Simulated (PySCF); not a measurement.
Computed with core-valence-separated Tamm–Dancoff BHandHLYP/aug-pcX-1 (pcseg-1 on H) in PySCF, non-relativistic, gas phase, PBE0-D3(BJ)/def2-SVP geometry. BHandHLYP without relativity tends to put these K edges a few eV too low, so spacings mean more than positions.

Main lines of an unknown, eV (oscillator strength): C K: 283.3 (0.033), 283.4 (0.059), 283.9 (0.064), 286.5 (0.014), 287.3 (0.039); N K: 395.6 (0.065), 396.6 (0.058), 397.4 (0.064), 402.2 (0.011), 403.0 (0.009). Listed: the first five lines at most of each edge with a tenth or more of its strongest line's intensity; roots within 0.03 eV on the same or equivalent atoms are summed. Only the lowest roots were sought, and the top ones are left out.

Problem. Which candidate gives them?
A. `C/C=N/C(C)C`
B. `C=NCC#N`
C. `C/N=C\C#N`
D. `C(=C/N)/C#N`

Solution. C. 

- `C/N=C\C#N`: C K: 283.3 (0.033), 283.4 (0.059), 283.9 (0.064), 286.5 (0.014), 287.3 (0.039); N K: 395.6 (0.065), 396.6 (0.058), 397.4 (0.064), 402.2 (0.011), 403.0 (0.009). First C line listed at 283.3 eV, hole on the imine carbon (1s→π*); first N line listed at 395.6 eV, hole on the imine nitrogen.
- `C=NCC#N`: C K: 282.7 (0.067), 283.9 (0.060), 284.1 (0.065), 287.1 (0.015), 287.2 (0.023); N K: 396.2 (0.061), 397.1 (0.063), 397.5 (0.063), 401.1 (0.019), 401.6 (0.010). First C line listed at 282.7 eV, hole on the imine carbon (1s→π*); first N line listed at 396.2 eV, hole on the imine nitrogen.
- `N#C/C=C\N`: C K: 283.7 (0.028), 283.8 (0.074), 283.9 (0.063), 284.0 (0.056), 285.8 (0.010); N K: 397.0 (0.065), 397.2 (0.053), 399.7 (0.022), 400.2 (0.012), 401.3 (0.029). First C line listed at 283.7 eV, hole on the alkene CH carbon (1s→π*); first N line listed at 397.0 eV, hole on the nitrile nitrogen (1s→π*).
- `C/C=N/C(C)C`: C K: 283.1 (0.069), 285.3 (0.023), 285.5 (0.010), 285.9 (0.032), 286.0 (0.042); N K: 396.2 (0.060), 402.1 (0.007). First C line listed at 283.1 eV, hole on the imine carbon (1s→π*); first N line listed at 396.2 eV, hole on the imine nitrogen.

One conformer each; other structures than these candidates weren't tested.
